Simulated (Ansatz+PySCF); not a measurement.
doublet C₃H₅O: levels of theory in one basis

```yaml
atoms:
  - { symbol: C, position_ang: [-1.1295, -0.8721, -0.0001] }
  - { symbol: C, position_ang: [-0.0859, 0.1194, -0.0003] }
  - { symbol: C, position_ang: [1.3588, -0.3558, -0.0001] }
  - { symbol: H, position_ang: [-2.1587, -0.5357, 0.0011] }
  - { symbol: H, position_ang: [-0.9185, -1.9353, -0.0005] }
  - { symbol: O, position_ang: [-0.3668, 1.3195, 0.0000] }
  - { symbol: H, position_ang: [2.0212, 0.5084, -0.0144] }
  - { symbol: H, position_ang: [1.5677, -0.9579, 0.8895] }
  - { symbol: H, position_ang: [1.5616, -0.9840, -0.8727] }
```

Basis set: cc-pVTZ (spherical functions). Frozen core: 4 orbitals. Correlation on ROHF uses semicanonical orbitals with singles. Charge 0, multiplicity 2.

Computed with Ansatz (development build ahead of 0.2.0); each method stands on the lowest determinant of its kind that the runs found.

| method | E − E(ROHF) (eV) | <S²> of the determinant |
| --- | --- | --- |
| ROHF | 0.00 | 0.75 |
| UHF | -0.33 | 0.90 |
| ROHF-MP2 | -19.34 | – |

(1) What does UHF-MP2 give on the same scale?

Answers

(1) -19.04 eV.

Caution for UHF, UHF-MP2: the unrestricted determinant is spin contaminated. Caution for ROHF-MP2, UHF-MP2: forces differ strongly between restricted and unrestricted references.
